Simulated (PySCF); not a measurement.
## Potential energy of F₂⁻ along the bond

Set-up: F aug-pcseg-1; no relativity (PySCF 2.14). Energies in eV from F + F⁻ in their ground configurations at the same level. State: doublet, unpaired electrons σ ↑.

```
R (Å)  UHF-CCSD(T)    PBE0  r²SCAN
1.729               -1.430  -1.641
1.809       -1.168  -1.602  -1.830
1.889       -1.241  -1.687  -1.929
1.950       -1.253  -1.711  -1.964
2.010       -1.238  -1.711  -1.974
2.070       -1.206  -1.694  -1.967
2.151       -1.143  -1.656  -1.941
2.251       -1.048  -1.593  -1.893
2.372       -0.926  -1.512  -1.830
2.533               -1.413  -1.752
```

Task: Put a parabola through the three lowest points of the UHF-CCSD(T) curve and estimate Re, k and ωe (reduced mass 9.499 u; 1 eV/Å² = 0.16022 mdyn/Å; ωe = 1302.8·√(k/μ) cm⁻¹).

Result: Through R = 1.889, 1.95, 2.01 Å the second-order coefficient is 3.69 eV/Å², so Re ≈ 1.946 Å, k ≈ 1.18 mdyn/Å and ωe ≈ 460 cm⁻¹. A polynomial fit of higher order to the unrounded UHF-CCSD(T) energies gives Re = 1.944 Å, k = 1.18 mdyn/Å, ωe = 459 cm⁻¹; anharmonicity and rounding make the difference.

The higher-order fit for each curve: UHF-CCSD(T): Re = 1.944 Å, ωe = 459 cm⁻¹, De = 1.25 eV; PBE0: Re = 1.979 Å, ωe = 396 cm⁻¹, De = 1.71 eV; r²SCAN: Re = 2.012 Å, ωe = 361 cm⁻¹, De = 1.97 eV.

Correlated steps freeze 2 core orbitals. Correlated levels converge slowly with the basis: in double zeta they bind strong bonds too weakly, by up to about 1 eV, and carry superposition errors of some tenths. The state is the lowest determinant that a PBE0 search found; another state may lie lower at other levels.
